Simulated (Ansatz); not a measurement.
**Vanadium, bcc under LDA: how the Fermi-Dirac smearing moves the result**

A convergence test of the Fermi-Dirac smearing width. The geometry was relaxed under LDA beforehand and stays fixed; 6 values are run, from 0.01 to 1.0 eV. Wanted are the values from which on the energy stays within 10 and 1 meV/atom, and the pressure within 0.5 GPa, of the narrowest run. Within the series other settings stay, but some runs also write fields, which adds to their time. Spin polarisation is left out.

Program: Ansatz 0.2.0. Level of theory: DFT LDA, plane waves with PAW, scalar-relativistic. These are calculated values, not measurements.

### Step 1. The structure to begin with

It takes space group Im-3m (No. 229, cubic). Conventional cell: a = 2.927 Å, b = 2.927 Å, c = 2.927 Å, α = 90.00°, β = 90.00°, γ = 90.00°. V (site symmetry m-3m) is surrounded by 8 V at 2.54 Å.

Coordinates:

```cif
data_structure
_symmetry_space_group_name_H-M 'Im-3m'
_symmetry_Int_Tables_number 229
_cell_length_a 2.9273
_cell_length_b 2.9273
_cell_length_c 2.9273
_cell_angle_alpha 90.000
_cell_angle_beta 90.000
_cell_angle_gamma 90.000
_cell_volume 25.08
loop_
_atom_site_label
_atom_site_type_symbol
_atom_site_symmetry_multiplicity
_atom_site_Wyckoff_symbol
_atom_site_fract_x
_atom_site_fract_y
_atom_site_fract_z
_atom_site_occupancy
V1 V 2 a 0.00000 0.00000 0.00000 1
```

### Step 2. Width 0.01 eV

The run at 0.01 eV.

input.yaml

```yaml
crystal:
  lattice:
    - [-1.4636513664, 1.4636513664, 1.4636513664]
    - [1.4636513664, -1.4636513664, 1.4636513664]
    - [1.4636513664, 1.4636513664, -1.4636513664]
  atoms:
    - { symbol: V, position: [0.0, 0.0, 0.0] }
hamiltonian:
  xc: lda
  pseudopotentials:
    kind: paw
    azcp:
      V: "pseudopotentials/V.paw.azcp"
basis:
  ecutwfc: 420
  fft_grid_basis: typed
kpoints:
  mp_grid: { grid: [15, 15, 15], shift: [0, 0, 0] }
magnetization:
  spin_polarized: false
scf:
  occupations: { method: fermi_dirac, width: 0.01 }
  lower_state_search: "off"
output:
  stress: true
```

Run with:

```
$ ansatz run input.yaml --threads 2 --pin off --max-ram 5120MiB --backend cpu --events-out ev --progress --plain --runs-dir out
```

### Step 3. Width 0.03 eV

The run at 0.03 eV.

Changes to input.yaml since step 2:

```diff
@@ -21,3 +21,3 @@
 scf:
-  occupations: { method: fermi_dirac, width: 0.01 }
+  occupations: { method: fermi_dirac, width: 0.03 }
   lower_state_search: "off"
```

### Step 4. Width 0.2 eV

The run at 0.2 eV.

Changes to input.yaml since step 3:

```diff
@@ -21,3 +21,3 @@
 scf:
-  occupations: { method: fermi_dirac, width: 0.03 }
+  occupations: { method: fermi_dirac, width: 0.2 }
   lower_state_search: "off"
```

### Step 5. Width 0.3 eV

The run at 0.3 eV.

Changes to input.yaml since step 4:

```diff
@@ -21,3 +21,3 @@
 scf:
-  occupations: { method: fermi_dirac, width: 0.2 }
+  occupations: { method: fermi_dirac, width: 0.3 }
   lower_state_search: "off"
@@ -25 +25,5 @@
   stress: true
+  write_density: true
+  write_potential: true
+  elf: true
+  volumetric_format: npy
```

### Step 6. Width 0.6 eV

The run at 0.6 eV.

Changes to input.yaml since step 5:

```diff
@@ -21,3 +21,3 @@
 scf:
-  occupations: { method: fermi_dirac, width: 0.3 }
+  occupations: { method: fermi_dirac, width: 0.6 }
   lower_state_search: "off"
@@ -25,5 +25 @@
   stress: true
-  write_density: true
-  write_potential: true
-  elf: true
-  volumetric_format: npy
```

### Step 7. Width 1.0 eV

The run at 1.0 eV.

Changes to input.yaml since step 6:

```diff
@@ -21,3 +21,3 @@
 scf:
-  occupations: { method: fermi_dirac, width: 0.6 }
+  occupations: { method: fermi_dirac, width: 1.0 }
   lower_state_search: "off"
```

(Steps that only read results are left out.)

Before running it: what results should come out?

**Answer**, as computed:

```
                                           quantity                       value
       E(σ → 0) stays within 10 meV/atom of 0.01 eV                up to 0.2 eV
                   E(σ → 0) stays within 1 meV/atom               up to 0.03 eV
                      pressure stays within 0.5 GPa               up to 0.03 eV
                                pressure at 0.01 eV                   -0.46 GPa
energy of a separate run on a finer mesh (25×25×25)  +3.9 meV/atom from 0.01 eV
```

What this shows: The far end, 1.0 eV, lies -80.7 meV/atom and +28.4 GPa from the yardstick. The free energy F moves by -2037.7 meV/atom over the range, and the estimate for σ → 0 by -80.7. In theory F falls as the square of the width under this scheme, but here the ratio is not steady: the mesh at narrow widths, or a density of states that varies over the wide ones, can both cause that. The mesh (15×15×15) is fixed, so the narrowest widths carry a k-point error of their own. The yardstick itself is unsettled by 3.9 meV/atom against the finer mesh, so the thresholds above hold only within this series, and wider smearing, which averages over more states, can land nearer the fine-mesh value than the narrowest does. The cell taken over is 9 % smaller than the measured one (13.83 Å³/atom, COD), which weighs on all values here.
